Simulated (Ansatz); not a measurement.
Relaxed structures of CH4NSi (charge +1), closed shell (PBE0-D4/def2-TZVP; forces vanish, vibrations not checked; lower isomers may exist, and structures with a doubtful reference or unclear bonds are left out; Å). Ansatz 0.2.0; basis: def2-TZVPP; cores frozen in the correlated methods.

(1) Rank them by CCSD(T) energy, lowest first, and give each one's height above the lowest. Links in brackets join atoms within 1.22 times the sum of their covalent radii (1.1 for two metals). (To be estimated.)
A.
CH₄NSi ([CH2][N][SiH2]), total charge +1
```
7
angstrom
C -1.1878 0.2539 -0.7646
N -0.1538 0.0325 -0.0989
Si 1.1781 -0.2523 0.7581
H -1.1266 0.6835 -1.7678
H -2.1757 0.0230 -0.3579
H 1.6590 0.8283 1.6256
H 1.8069 -1.5689 0.6054
```
B.
CH₄NSi ([CH2][NH][SiH]), total charge +1
```
7
angstrom
C -1.1671 0.2103 -0.7639
N -0.0203 -0.2900 -0.5144
Si 0.5469 -0.6724 1.2682
H -1.4849 0.4245 -1.7826
H -1.8412 0.4265 0.0640
H 0.5747 -0.4749 -1.3216
H 1.8572 -1.1902 0.7179
```
C.
CH₄NSi ([NH2][C][SiH2]), total charge +1
```
7
angstrom
C -0.1734 0.0367 -0.1117
N -1.2110 0.2588 -0.7796
Si 1.2330 -0.2636 0.7936
H -1.1803 0.6609 -1.7187
H -2.1455 0.0501 -0.4222
H 1.6960 0.8312 1.6540
H 1.8432 -1.5873 0.6244
```

T1 diagnostic: at most 0.020. The restricted Hartree–Fock reference is unstable towards an unrestricted one at one or more of these structures.

Results:

(1) The calculation gives: A (0.000 eV), B (0.244 eV), C (1.127 eV). Heights count from the lowest.

For scale, one of the runs: CCSD(T)/def2-TZVPP, 160 basis functions, launched by `ansatz run in.yaml --threads 2 --pin off --events-out ev --progress --plain --max-ram 4352MiB`. The run took 18 s on 2 CPU threads of an Arm Neoverse V2 (shared host), with 1.1 GiB of host memory at its peak.
